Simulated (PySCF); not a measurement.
**PH3S (SMILES [PH3]=S) at wB97X-V/STO-6G**

What is the vertical ionisation energy of PH3S at wB97X-V/STO-6G? The job is set up through a Python script.

Program for the calculation: PySCF 2.14.0.

11 further runs of the same task are left out: 2 that didn't finish, 9 set aside as unsound or not needed.

### 1 The system as given

The species is PH3S (5 atoms), meant as a singlet with charge 0. As SMILES, `[PH3]=S`. Geometry: relaxed at GFN2-xTB.

Bond lengths: P1–S2 1.914 Å, P1–H3 1.394 Å, P1–H4 1.394 Å, P1–H5 1.394 Å. Angles: S2–P1–H3 118.2°, S2–P1–H4 118.2°, S2–P1–H5 118.2°, H3–P1–H4 99.6°, H3–P1–H5 99.4°, H4–P1–H5 99.4°.

### 2 A single-point energy at wB97X-V/STO-6G

input.xyz reads:

```xyz
5
H3PS
P      0.007920    -0.006600     0.007660
S      1.261690    -0.941140     1.111260
H     -1.166840     0.461930     0.594540
H     -0.532470    -0.676580    -1.089190
H      0.429710     1.162380    -0.624270
```

calc.py reads:

```python
from pyscf import gto, dft

molecule = gto.M(
    atom='input.xyz',
    max_memory=1860,
    charge=0,
    verbose=4,
    basis='sto-6g',
    spin=0,
)

calc0 = dft.RKS(molecule, xc='wb97x-v')
calc0.nlcgrids.level = 1
calc0.grids.level = 5
calc0.conv_tol = 1e-10
calc0.kernel()
if not calc0.converged:
    calc0 = calc0.newton().run(calc0.mo_coeff, calc0.mo_occ)

energy = calc0.e_tot
print(f'total energy: {energy:.8f} hartree')
```

The run is started by

```
$ OMP_NUM_THREADS=1 python calc.py
```

Output:

```text
PySCF version 2.14.0

[... 82 lines left out ...]
converged SCF energy = -738.5314743497
total energy: -738.53147435 hartree
```

Run time: 38 s. Hardware: 1 thread of Intel Xeon Platinum 8259CL at 2.50GHz (Skylake/Cascade Lake), shared host; peak memory 0.21 GiB.

### 3 The doublet cation at the same level

calc.py reads:

```python
from pyscf import gto, dft

molecule = gto.Mole()
molecule.atom = '''
P      0.014967    -0.012472     0.014475
S      2.384249    -1.778497     2.099977
H     -2.205008     0.872921     1.123518
H     -1.006222    -1.278551    -2.058271
H      0.812034     2.196580    -1.179699
'''
molecule.charge = 1
molecule.max_memory = 1860
molecule.unit = 'bohr'
molecule.basis = 'sto-6g'
molecule.verbose = 3
molecule.spin = 1
molecule.build()

ks = dft.UKS(molecule, xc='wb97x-v')
ks.conv_tol = 1e-10
ks.nlcgrids.level = 1
ks.grids.level = 5
ks.kernel()
if not ks.converged:
    ks = ks.newton().run(ks.mo_coeff, ks.mo_occ)

energy = ks.e_tot
print('E(%s) = %.9f' % ('WB97X-V', energy))
```

The run is started by

```
$ OMP_NUM_THREADS=1 python calc.py
```

Output:

```text
WARN: HOMO -0.272276908286283 >= LUMO -0.272276908286284

converged SCF energy = -738.344811440787  <S^2> = 0.75109834  2S+1 = 2.001098
E(WB97X-V) = -738.344811441
```

Wall time 41 s (1 thread of Intel Xeon Platinum 8259CL at 2.50GHz (Skylake/Cascade Lake), shared host); peak memory 0.21 GiB.

### 4 Summary of results

At wB97X-V/STO-6G:

```
                                          quantity          value
                        singlet PH3S: total energy  -738.53147 Eh
                       singlet PH3S: dipole moment         3.93 D
                         singlet PH3S: HOMO energy       -4.13 eV
                         singlet PH3S: LUMO energy        9.23 eV
                       singlet PH3S: HOMO–LUMO gap       13.36 eV
                      doublet cation: total energy  -738.34481 Eh
doublet cation: HOMO energy (highest over α and β)      -13.84 eV
 doublet cation: LUMO energy (lowest over α and β)       -6.04 eV
                              doublet cation: ⟨S²⟩          0.751
vertical ionisation energy (to the doublet cation)       5.079 eV
```

The vertical ionisation energy comes to 5.08 eV (490 kJ/mol). −ε(HOMO) before ionisation, 4.13 eV, is 0.95 eV below this ionisation energy. In a minimal basis such a difference can be off by several eV, whatever the method.
